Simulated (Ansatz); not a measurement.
`B[SiH2]N` and `N[SiH2][AlH2]` differ in one atom or group.

Ansatz, PBE0-D4/def2-TZVP geometries, multiplicity 1. Each molecule was computed in one conformer, which needn't be the lowest.

```json
{"property": "HOMO–LUMO gap (PBE0/def2-TZVPP) / eV", "`B[SiH2]N`": "5.01"}
{"property": "zero-point energy (PBE0-D4/def2-TZVP) / kJ/mol", "`B[SiH2]N`": "163.6"}
{"property": "LUMO energy (PBE/def2-TZVPP) / eV", "`B[SiH2]N`": "-3.27"}
{"property": "size of the dipole moment (B3LYP/def2-TZVPP) / D", "`B[SiH2]N`": "1.19"}
{"property": "HOMO energy (ωB97M-V/def2-TZVPP) / eV", "`B[SiH2]N`": "-9.58"}
{"property": "ideal-gas entropy at 298 K and 1 bar (rigid rotor, harmonic PBE0-D4/def2-TZVP) / J/(mol·K)", "`B[SiH2]N`": "304"}
```

Question: Give the same properties after the change, and the shifts. (An estimate is asked.)

Answer: Ansatz gave: 
| property | `N[SiH2][AlH2]` | shift |
| --- | --- | --- |
| HOMO–LUMO gap (PBE0/def2-TZVPP) / eV | 5.16 | 0.15 |
| zero-point energy (PBE0-D4/def2-TZVP) / kJ/mol | 146.6 | -17.0 |
| LUMO energy (PBE/def2-TZVPP) / eV | -2.69 | 0.58 |
| size of the dipole moment (B3LYP/def2-TZVPP) / D | 1.26 | 0.07 |
| HOMO energy (ωB97M-V/def2-TZVPP) / eV | -9.18 | 0.40 |
| ideal-gas entropy at 298 K and 1 bar (rigid rotor, harmonic PBE0-D4/def2-TZVP) / J/(mol·K) | 329 | 25 |

With PBE0 the HOMO rises by 0.17 eV and the LUMO rises by 0.32 eV, so the gap widens by about 0.15 eV. PBE moves the HOMO by 0.06 eV and ωB97M-V by 0.40 eV. Dipoles are sizes alone; their direction can turn.

B3LYP here is the variant with VWN-RPA as its local correlation; programs differ in this.
